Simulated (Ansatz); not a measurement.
A nudged elastic band was laid between two geometries of ClH3Si + H4Si (10 atoms, charge 0, multiplicity 1).

Theory: Ansatz, RKS PBE0/6-31G*.

```json
{
 "movable images": "5",
 "climbing image": "yes",
 "spring": "5.0 eV/Å²",
 "optimiser": "quadratic models (default)",
 "start path": "through a guess of the saddle point",
 "force threshold": "0.05 eV/Å",
 "iteration limit": "60",
 "end points": "relaxed"
}
```

First end point:

```xyz
10
Properties=species:S:1:pos:R:3
Si 0.843 -0.037 -0.133
Cl 1.737 0.094 1.723
H 1.889 0.128 -1.174
H -0.170 1.040 -0.250
H 0.197 -1.367 -0.257
Si -3.373 0.029 1.359
H -3.330 -0.831 0.144
H -4.520 -0.378 2.214
H -3.535 1.450 0.950
H -2.103 -0.127 2.118
```

Last end point:

```xyz
10
Properties=species:S:1:pos:R:3
Si -0.490 0.074 -0.575
Cl 0.502 -0.628 3.600
H 0.464 1.068 -0.011
H -0.694 0.368 -2.022
H 0.091 -1.291 -0.439
Si -2.541 0.196 0.545
H -3.514 -0.796 0.006
H -2.362 -0.105 2.002
H -3.135 1.558 0.445
H -0.687 -0.444 3.144
```

What changes between the two ends?

Bonds broken: Si1–Cl2, Si6–H10. Bonds formed: Si1–Si6, Cl2–H10. ClH3Si + H4Si becomes ClH + H6Si2.

What energy profile does the band end with?

The forces met the threshold. The highest image is number 3 of 0 to 6, 2.63 eV above the first end and 1.77 eV above the last; the last end lies 0.86 eV above the first. Neighbouring images differ by up to 2.1 eV, so the band resolves the path poorly. A vibrational analysis at the climbing image gives one clearly imaginary mode, 846i cm⁻¹: a first-order saddle point. The orbitals stay closed-shell, which can raise the energy where a bond breaks towards radicals; this wasn't checked here.

```tsv
image	path coordinate (Å)	energy (eV)	Si1–Cl2 (Å)	Si6–H10 (Å)	Si1–Si6 (Å)
0	0.00	0.00	2.06	1.49	4.47
1	1.69	0.01	2.06	1.49	4.24
2	3.39	0.56	2.09	1.47	3.49
3	5.08	2.63	2.63	1.73	2.57
4	6.00	1.35	3.15	2.31	2.38
5	6.91	0.91	3.71	2.80	2.34
6	7.82	0.86	4.35	3.26	2.34
```

What is the geometry of the highest image?


```xyz
10
Properties=species:S:1:pos:R:3
Si -0.210 -0.044 -0.005
Cl 0.459 -0.872 2.402
H 0.751 1.044 0.254
H -1.090 0.468 -1.120
H 0.201 -1.395 -0.432
Si -2.562 0.207 1.006
H -3.231 -0.672 0.018
H -3.013 -0.084 2.389
H -2.687 1.648 0.685
H -0.983 -0.299 1.497
```

The run took 5.8 min on 1 thread of Arm Neoverse V1, with other jobs on the host, peak memory 0.14 GiB.
